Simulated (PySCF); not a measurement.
Diatomics of H with the third period

r²SCAN with double-zeta basis sets in PySCF, for the lowest determinant that a PBE0 search found; no spin–orbit coupling. De refers to high-spin ground-configuration atoms. A positive dipole means M(−)H(+).

```json
{"M": "Na", "basis": "def2-SVP", "state (unpaired electrons)": "singlet (closed shell)", "Re (Å)": "1.906", "ωe (cm⁻¹)": "1140", "De (eV)": "1.87", "μ (D)": "-6.43"}
{"M": "Mg", "basis": "x2c-SVPall", "state (unpaired electrons)": "doublet (σ ↑)", "Re (Å)": "1.747", "ωe (cm⁻¹)": "1444", "De (eV)": "1.61", "μ (D)": "-1.33"}
{"M": "Al", "basis": "def2-SVP", "state (unpaired electrons)": "singlet (closed shell)", "Re (Å)": "1.666", "ωe (cm⁻¹)": "1649", "De (eV)": "3.02", "μ (D)": "0.16"}
{"M": "Si", "basis": "cc-pV(D+d)Z/cc-pVDZ", "state (unpaired electrons)": "doublet (π ↑)", "Re (Å)": "1.539", "ωe (cm⁻¹)": "2009", "De (eV)": "3.08", "μ (D)": "0.22"}
{"M": "P", "basis": "def2-SVP", "state (unpaired electrons)": "triplet (π ↑↑)", "Re (Å)": "1.436", "ωe (cm⁻¹)": "2359", "De (eV)": "3.19", "μ (D)": "0.69"}
{"M": "S", "basis": "aug-cc-pVDZ/aug-cc-pV(D+d)Z", "state (unpaired electrons)": "doublet (π ↑)", "Re (Å)": "1.354", "ωe (cm⁻¹)": "2687", "De (eV)": "3.82", "μ (D)": "0.83"}
{"M": "Cl", "basis": "aug-cc-pVDZ/aug-cc-pV(D+d)Z", "state (unpaired electrons)": "singlet (closed shell)", "Re (Å)": "1.288", "ωe (cm⁻¹)": "2967", "De (eV)": "4.60", "μ (D)": "1.16"}
```

Question: By what factor does the harmonic wavenumber vary along the series?

Answer: At r²SCAN it runs from 1140 cm⁻¹ (NaH) to 2967 cm⁻¹ (HCl), a factor of 2.60.

The rows differ in basis set, which adds steps of its own.

The state changes along the series, so neighbouring rows are not always alike in their bonding.

States were picked by a PBE0 search and need not be the measured ground states.
